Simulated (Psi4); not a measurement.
**Worked example: vertical energy of the triplet above the singlet of C6H12 (3-methyl-1-pentene)**

C6H12 has 18 atoms, charge 0, and is taken as a singlet. SMILES: `C=CC(C)CC`. The shape is that of a PBE0-D4/def2-TZVP optimisation. This is one conformer, not always the lowest.

Both states at this one shape; open shells run unrestricted unless said. 1 Eh = 27.2114 eV.

```tsv
level	program	singlet C6H12 (Eh)	triplet C6H12 (Eh)
wB97X-V/6-31G* (spherical functions)	Psi4	-235.774051	-235.601778
DSD-PBEP86/6-31G* (density fitting for correlation, spherical functions), 6 core orbitals frozen	Psi4	-235.252089	-235.082383
```

Question: Work out the vertical gap, second state less first, at each level.

Answer: 
1. wB97X-V/6-31G* (spherical functions): -235.601778 − (-235.774051) = 0.172273 Eh = 4.69 eV.
2. DSD-PBEP86/6-31G* (density fitting for correlation, spherical functions): -235.082383 − (-235.252089) = 0.169706 Eh = 4.62 eV.

No measured value is set beside it here; the levels span 4.62 to 4.69 eV.
